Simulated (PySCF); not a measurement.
Species: AlH4 (charge -1).
Structure used (PBE0-D3(BJ)/def2-TZVP), in Å, numbered top down from 1:
```xyz
5
AlH4 angstrom
Al     0.0055    0.0016   -0.0166
H      0.5888    1.2090   -0.9721
H     -1.0712    0.6261    1.0613
H      1.2501   -0.7037    0.7986
H     -0.7449   -1.1245   -0.9544
```

Theory: PBE0-D3(BJ)/def2-TZVP geometry optimisation, gas phase in PySCF.

Take the most abundant isotopes and a rigid rotor. 

Give the principal moments of inertia and the rotational constants in MHz.

Ia = 7.28, Ib = 7.29, Ic = 7.29 u·Å²; 505379 MHz·u·Å²/I gives A = 69406, B = 69358, C = 69332 MHz.

Classify the top.

A spherical top, as the point group Td requires three equal moments; the computed ones differ by 0.11 % because the geometry is symmetric only within the optimiser's tolerance.

The point group Td allows no dipole (computed: 0.00 D (about the centre of mass, as the species is charged)), so a rigid rotor has no electric-dipole lines.

Estimate the classical rotational partition function at 100 K and 500 K.

Point group Td, symmetry number σ = 12; q = (√π/σ)·√((kT/h)³/(ABC)), k/h = 20836.6 MHz/K: 24.3 at 100 K, 272 at 500 K.

No PBE0-D3(BJ)/def2-TZVP frequencies stand behind this structure, so it isn't proved a minimum. Geometry: PBE0-D3(BJ)/def2-TZVP; no solvent, vibrations or thermal averaging. Constants of a rigid frame at the computed geometry: no zero-point averaging, no centrifugal distortion.

Hardware: one thread of an Intel Xeon at 2.30 GHz, no GPU, shared host. Cost: 3.3 s of wall time, 0.31 GiB resident at most. That covers the optimisation of the geometry.
